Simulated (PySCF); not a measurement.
NMR data simulated for an unnamed compound:

$^{1}$H NMR (600 MHz, computed): δ 1.93 (br s, 1H), 1.36 (s, 9H).

$^{13}$C{$^{1}$H} NMR (computed): δ 47.0 (C), 36.9 (CH3).

Non-relativistic, gas phase, one averaged value for each set of equivalent atoms, one conformer. PBE0-D3(BJ)/def2-TZVP geometry; B97-2/pcSseg-2 with gauge-including orbitals; PySCF.

Chemical shifts δ = σref − σ; $^{1}$H (σ = 31.64 ppm), $^{13}$C (σ = 185.38 ppm) vs TMS, all at this level.

Which of these does the molecule contain: a CF3 group, a three-membered ring, a C≡C triple bond, a tert-butyl group?

Results:


- A CF3 group: no.
- A three-membered ring: no.
- A C≡C triple bond: no.
- A tert-butyl group: yes (δC 36.9, 47.0; δH 1.36 (s)).

The data belong to `CC(C)(C)S`, C$_{4}$H$_{10}$S; they needn't prove each group on their own.

Carbon signals by region: 2 below 50 ppm.

The OH or NH signal is concentration- and solvent-dependent in practice; the value given is the gas-phase one. Shifts are as computed. Against solution values, carbons near 30 ppm lie about +3 ppm off and those near 130 ppm about +7 ppm; carbons on S a further +4 ppm. Of 1211 compounds with measured shifts, 218 miss one by over three times the rms of a fit or turn the order of signals round; such compounds aren't used in these exercises.
